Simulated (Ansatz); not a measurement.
CH3FS2 (`FC(S)S`). Total charge 0; spin multiplicity 1. All single points use the PBE0-D4/def2-TZVP geometry. It is one conformer, not always the lowest.

```xyz
7

F    -1.353    0.770    0.733
C    -0.209    0.312    0.136
S     0.108   -1.411    0.521
S    -0.474    0.502   -1.650
H     0.614    0.939    0.479
H     0.559   -1.195    1.771
H     0.755    0.084   -1.991
```

What is the dipole moment at PBE/def2-TZVPP? (Estimate.)

Ansatz gave: 2.15 D, with components (2.10, 0.16, 0.46) D in this frame, pointing from negative to positive charge.

And with r2SCAN, B3LYP, ωB97M-V? (An estimate is asked.)

Computed: r2SCAN 2.26 D, B3LYP 2.25 D, ωB97M-V 2.26 D.

Give the Mulliken charges with PBE, r2SCAN, B3LYP in def2-TZVPP. (An estimate is asked.)

Ansatz gave: 
```tsv
atom	PBE	r2SCAN	B3LYP
F1	-0.15	-0.19	-0.20
C2	0.09	0.17	0.12
S3	-0.13	-0.12	-0.12
S4	-0.14	-0.13	-0.12
H5	0.12	0.08	0.12
H6	0.10	0.09	0.09
H7	0.12	0.10	0.11
```

B3LYP here is the variant with VWN-RPA as its local correlation; programs differ in this.
